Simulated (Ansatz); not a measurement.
Relaxation of C$_{2}$H$_{7}$Al (10 atoms, charge 0, multiplicity 1), to a largest force component of 0.02 eV/Å in at most 40 steps.

Method: RKS PBE0-D4/def2-SVP in Ansatz 0.2.0.

```xyz
10
Properties=species:S:1:pos:R:3:forces:R:3
Al 0.000 0.000 0.000 -0.01 -0.01 -0.66
H 0.000 0.000 1.560 -0.01 -0.01 0.53
C 1.706 0.000 -0.985 -0.26 0.21 0.21
H 2.036 -1.046 -1.155 0.09 0.28 -0.05
H 1.569 0.508 -1.962 0.20 -0.22 0.18
H 2.476 0.538 -0.393 -0.03 -0.24 -0.27
C -1.706 0.000 -0.985 0.36 0.02 0.04
H -2.266 -0.930 -0.756 -0.06 0.30 -0.11
H -2.310 0.880 -0.680 -0.04 -0.30 -0.14
H -1.504 0.051 -2.075 -0.24 -0.03 0.26
```

Problem. Where does it end, and by what steps?

Solution. The run converged. After 5 steps the energy has fallen by 0.049 eV; H10 moved furthest, 0.11 Å.

```csv
step,energy less start (eV),largest force component (eV/Å),accepted
0,0.0000,0.660,yes
1,-0.0455,0.200,yes
2,-0.0488,0.043,yes
3,-0.0490,0.045,yes
4,-0.0491,0.036,yes
5,-0.0493,0.003,yes
```

```xyz
10
Properties=species:S:1:pos:R:3
Al 0.002 0.006 -0.037
H -0.015 -0.045 1.561
C 1.721 0.023 -0.975
H 2.073 -1.015 -1.121
H 1.661 0.479 -1.976
H 2.511 0.540 -0.406
C -1.712 0.004 -0.986
H -2.299 -0.896 -0.732
H -2.333 0.864 -0.678
H -1.610 0.040 -2.082
```

Run time: 18 s on 1 thread of Arm Neoverse V1 (shared host), peak memory 0.15 GiB.
